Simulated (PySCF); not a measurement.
Silicon: a sound run and one with changed settings

Sound run: Si [Ne] 3s2 3p2, Si⁺ [Ne] 3s2 3p1. Calculation: PySCF 2.14, in pcseg-2 (5s4p2d1f, 34 functions); no relativity, point nucleus. The sound run starts from symmetry-adapted Hartree-Fock orbitals and uses a fine grid where one is needed.

Changed run: 14 angular points. This setting is unsound on purpose.

```json
{"species": "Si", "method": "UHF", "sound run (hartree)": "-288.84811", "changed run (hartree)": "-288.84811", "converged": "yes"}
{"species": "Si", "method": "PBE0", "sound run (hartree)": "-289.25452", "changed run (hartree)": "-289.25479", "converged": "yes"}
{"species": "Si", "method": "B3LYP", "sound run (hartree)": "-289.39948", "changed run (hartree)": "-289.39966", "converged": "yes"}
{"species": "Si⁺", "method": "UHF", "sound run (hartree)": "-288.56755", "changed run (hartree)": "-288.56755", "converged": "yes"}
{"species": "Si⁺", "method": "PBE0", "sound run (hartree)": "-288.95225", "changed run (hartree)": "-288.95211", "converged": "yes"}
{"species": "Si⁺", "method": "B3LYP", "sound run (hartree)": "-289.10116", "changed run (hartree)": "-289.10106", "converged": "yes"}
```

Ionisation energy of Si:

| method | sound run (eV) | changed run (eV) |
| --- | --- | --- |
| UHF | 7.635 | 7.635 |
| PBE0 | 8.225 | 8.236 |
| B3LYP | 8.118 | 8.125 |

A coarse angular grid integrates products of high-l functions wrongly, so density functionals can shift, and the SCF can exploit the error; Hartree-Fock and MP2 need no grid.

For comparison, NIST gives 8.152 eV between the lowest levels.
